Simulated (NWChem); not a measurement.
System: pyrrole (C₄H₅N); SMILES c1cc[nH]c1

The following NWChem deck was run.

```
start job
memory heap 200 mb stack 900 mb global 1100 mb
geometry units angstroms noautosym nocenter noautoz
  C      0.707947    -0.986020     0.000000
  C     -0.713602    -0.981953     0.000000
  C     -1.118268     0.336322     0.000000
  N      0.003176     1.116063     0.000000
  C      1.120140     0.329923     0.000000
  H      1.359933    -1.857496     0.000000
  H     -1.370562    -1.849686     0.000000
  H     -2.113367     0.775729     0.000000
  H      0.006067     2.125810     0.000000
  H      2.117736     0.763634     0.000000
end
basis spherical
  * library def2-svp
end
dft
  xc pbe0
  iterations 150
end
cosmo
  do_cosmo_smd true
  solvent toluene
end
task dft energy
```

Structure relaxed at the PBE0/def2-SVP level. Solvent: toluene.

Level: PBE0/def2-SVP with SMD (1 M gas to 1 M solution), gas-phase geometry.

Question: Give the results of this calculation. (PBE0/def2-SVP, SMD on the gas-phase geometry.) Quantities: solvation free energy (kcal/mol); cavity-dispersion-structure term (kcal/mol); dipole in solution (D).

Answer: 
- solvation free energy (kcal/mol) = -6.1
- cavity-dispersion-structure term (kcal/mol) = -2.2
- dipole in solution (D) = 2.44
